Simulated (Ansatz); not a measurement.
Geometry optimisation, RKS B3LYP-D4/def2-SVP in Ansatz.

The input (input.yaml):

```yaml
crystal:
  periodic: [false, false, false]
  atoms:
    - { symbol: "N", position_ang: [-0.2289, -0.2589, -1.3547] }
    - { symbol: H, position_ang: [0.6772, -0.6417, -1.0496] }
    - { symbol: H, position_ang: [-0.0961, 0.3614, -2.1621] }
    - { symbol: H, position_ang: [-0.6143, 0.274, -0.553] }
    - { symbol: H, position_ang: [-0.8625, -1.0265, -1.604] }
    - { symbol: S, position_ang: [0.3271, 0.3412, 1.6543] }
    - { symbol: H, position_ang: [-0.0162, -0.3856, 2.7007] }
    - { symbol: H, position_ang: [0.8137, 1.3361, 2.3684] }
total_charge: 1
basis:
  gaussian: { orbitals: def2-SVP }
hamiltonian:
  xc: b3lyp
  dispersion: d4
relax:
  f_tol: 0.02
  max_steps: 40
scf:
  lower_state_search: "off"
```

Command:

```bash
$ ansatz run input.yaml --threads 1 --pin off --max-ram 2048MiB --backend cpu --events-out ev --progress --plain --runs-dir out
```

Where does it end, and by what steps?

It converged. After 9 steps the energy has fallen by 0.287 eV; H4 moved furthest, 0.84 Å.

```
step  energy less start (eV)  largest force component (eV/Å)  accepted
   0                  0.0000                           0.984       yes
   1                 -0.0693                           0.539       yes
   2                 -0.0551                           1.564        no
   3                 -0.0958                           0.656       yes
   4                 -0.1337                           0.321       yes
   5                 -0.1797                           0.361       yes
   6                 -0.2259                           0.603       yes
   7                 -0.2797                           0.104       yes
   8                 -0.2866                           0.026       yes
   9                 -0.2867                           0.007       yes
```

```xyz
8
Properties=species:S:1:pos:R:3
N -0.148 -0.282 -1.266
H 0.635 -0.798 -1.691
H -0.275 0.610 -1.763
H 0.071 -0.098 -0.231
H -1.007 -0.843 -1.351
S 0.708 0.171 1.821
H -0.400 -0.243 2.481
H 0.416 1.482 2.000
```

The run took 19 s on 1 thread of Arm Neoverse N1, on a shared host, peak memory 0.1 GiB.
